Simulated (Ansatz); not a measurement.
```yaml
crystal:
  periodic: [false, false, false]
  atoms:
    - {symbol: C, position_ang: [-2.439200, 3.292230, -2.714609]}
    - {symbol: Mg, position_ang: [0.016508, -0.018392, -0.006010]}
    - {symbol: C, position_ang: [2.484244, -3.317853, 2.705261]}
    - {symbol: H, position_ang: [-4.603234, 2.301825, -3.729339]}
    - {symbol: H, position_ang: [-1.016737, 4.170336, -4.689350]}
    - {symbol: H, position_ang: [-3.139555, 5.354414, -1.317836]}
    - {symbol: H, position_ang: [1.442075, -5.680325, 2.543306]}
    - {symbol: H, position_ang: [4.951258, -3.531828, 1.955490]}
    - {symbol: H, position_ang: [2.513694, -2.679772, 5.212458]}
basis:
  gaussian: {orbitals: aug-pcseg-2}
hamiltonian: {xc: {name: r2SCAN50}, dispersion: d3bjatm}
output: {forces: true}
```

```sh
$ ansatz run in.yaml --threads 4 --pin off --events-out ev --progress --plain --max-ram 10444MiB
```

Output, abridged:

```
Functional definition: r2SCAN50
1130 factors; their error is unknown
mean field evaluation 1: about -7566.3012 eV, gradient 2.4e1 eV
mean field evaluation 2: about -7543.2589 eV, gradient 7.2e1 eV
mean field evaluation 4: about -7573.9791 eV, gradient 8.1e0 eV
mean field evaluation 8: about -7574.5536 eV, gradient 6.7e-1 eV
mean field evaluation 16: about -7574.6570 eV, gradient 2.2e-2 eV
mean field -7574.65698783 eV, -278.3635100160 hartree, gradient 4.5e-5 eV, S^2 0.000000; 4 other end points of the search recorded, 0 dependent functions left out
reference -7574.65701220 eV, -278.3635109113 hartree; 15, 15 occupied and 243, 243 virtual orbitals, 1130 factors
Total energy: -7574.69686721 eV, -278.3649755561 hartree
Atom 0 at    -2.439200     3.292230    -2.714609 Å, force    -1.069562     1.445756    -1.181279 eV/Å
Atom 1 at     0.016508    -0.018392    -0.006010 Å, force     0.000379     0.000351     0.000084 eV/Å
Atom 2 at     2.484244    -3.317853     2.705261 Å, force     1.078212    -1.437738     1.183161 eV/Å
Atom 3 at    -4.603234     2.301825    -3.729339 Å, force     1.675685     0.738561     0.795663 eV/Å
Atom 4 at    -1.016737     4.170336    -4.689350 Å, force    -1.075109    -0.694624     1.531559 eV/Å
Atom 5 at    -3.139555     5.354414    -1.317836 Å, force     0.552660    -1.602464    -1.053656 eV/Å
Atom 6 at     1.442075    -5.680325     2.543306 Å, force     0.783634     1.833286     0.106941 eV/Å
Atom 7 at     4.951258    -3.531828     1.955490 Å, force    -1.907426     0.185130     0.557492 eV/Å
Atom 8 at     2.513694    -2.679772     5.212458 Å, force    -0.038473    -0.468256    -1.939964 eV/Å
Dipole moment:    -0.003130    -0.002929    -0.000693 e Å
```

In this input the coordinates are in bohr but typed as ångström. Self-consistency was reached. The result belongs to that input, not to the molecule as meant.
